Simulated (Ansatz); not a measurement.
Ansatz (a quantum-chemistry and plane-wave program) input (RPA@PBE/cc-pVQZ):

Ansatz 0.2 input:
```yaml
crystal:
  periodic: [false, false, false]
  atoms:
    - {symbol: O, position_ang: [-0.00000000, -0.00000000, -0.71416636]}
    - {symbol: F, position_ang: [0.00000000, 0.00000000, 0.63481454]}
basis:
  gaussian:
    orbitals: cc-pVQZ
hamiltonian:
  xc: pbe
magnetization: {spin_polarized: true, initial_magnetization: 1}
correlation: {method: rpa, electrons: outside_noble_gas}
```

End of the output:

```
integrals: 0.07 GiB planned
690 factors; integrals over basis functions are off by at most 7.4e-4 eV
mean field: 0.28 GiB planned
mean field evaluation 1: about -4755.3464 eV, gradient 1.9e1 eV
mean field evaluation 2: about -4755.3457 eV, gradient 1.9e1 eV
mean field evaluation 4: about -4756.3542 eV, gradient 8.2e0 eV
mean field evaluation 8: about -4756.5198 eV, gradient 9.4e-2 eV
mean field evaluation 16: about -4756.5198 eV, gradient 6.0e-6 eV
mean field -4756.51984185 eV, -174.7988801030 hartree, gradient 6.0e-6 eV, S^2 0.752017; 4 other end points of the search recorded, 0 dependent functions left out
2 core orbitals not correlated
reference -4739.33759163 eV, -174.1674440540 hartree; 7, 6 occupied and 101, 102 virtual orbitals, 690 factors
Total energy: -4760.83514017 eV, -174.9574643911 hartree
```
